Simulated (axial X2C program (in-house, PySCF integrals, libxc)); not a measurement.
## Low determinants of SiCl⁻ at the PBE0 level, with spin–orbit coupling

Computed with an in-house all-electron X2C program for linear molecules (integrals from PySCF). Two-component (2c) means X2C with spin–orbit coupling and atomic mean-field two-electron Coulomb and Gaunt terms. Basis: Cl dyall-av3z [9s8p3d2f], Si dyall-av3z [9s8p3d2f] (cores contracted in-house); Gaussian nuclei, density fitting, unrestricted open shells. Masses: Cl 34.969 u, Si 27.977 u.

Search at 2.248 Å (vertical energies from the lowest determinant):

| ΔE (eV) | state | electrons beyond evenly filled partner blocks | electrons in ±ω = 1/2, 3/2, 5/2, 7/2 |
| --- | --- | --- | --- |
| 0.00 | Ω = 1 | ω = -1/2, ω = 3/2 | 25 7 0 0 |
| 0.72 | Ω = 0 | none | 26 6 0 0 |
| 0.73 | Ω = 2 | ω = 1/2, ω = 3/2 | 25 7 0 0 |
| 0.75 | Ω = 0 | none | 24 8 0 0 |
| 1.93 | Ω = 1 | 2 × ω = 1/2 | 26 6 0 0 |
| 2.44 | Ω = 3 | 2 × ω = 3/2 | 24 8 0 0 |
| 4.58 | Ω = 4 | ω = 3/2, ω = 5/2 | 24 7 1 0 |

Lowest determinant, Ω = 1 (⟨Sz⟩ = 1.00, ⟨Lz⟩ = 0.00 at PBE0): Re = 2.243 Å, ωe = 369.3 cm⁻¹.

The determinant in row 2 of the search, Ω = 0 (closed shell), was followed along the bond at PBE0; measured from the minimum of the lowest determinant it gives:

Te = 0.712 eV (5743 cm⁻¹), Re = 2.217 Å, ωe = 386.8 cm⁻¹.

Q: Compare the bond of the determinant in row 2 with that of the lowest one.

A: At PBE0 its Re is 0.026 Å shorter and its force constant, which goes as ωe², is 1.10 times that of the lowest determinant. T0 ≈ Te + Δωe/2 = 5743 + (9) = 5752 cm⁻¹.

The search compares states at one distance, so a state with another bond length can lie lower; it is not exhaustive and yields mostly the lowest determinant of each block pattern, so other components and higher states of one pattern are missing. These are energies of single determinants, not of spin-adapted states; PBE0 term energies can be off by some tenths of an eV, and the functional has no current term. Open-shell Ω = 0 determinants with evenly filled partner blocks cannot be reached by this program, so the Ω shown need not be the lowest component. The lowest determinant need not be the ground state where others lie within half an eV. A closed-shell Ω = 0 row of a π² shell mixes the 0⁺ component of the triplet with ¹Σ⁺ and matches no level; 0⁺ can lie lowest. For an anion, determinants above electron detachment are held by the basis set. The highest occupied level of some functionals is positive through self-interaction error; at Hartree–Fock it is bound. Row 1 has a positive highest level at its minimum. Row 2 has a positive highest level at its minimum.
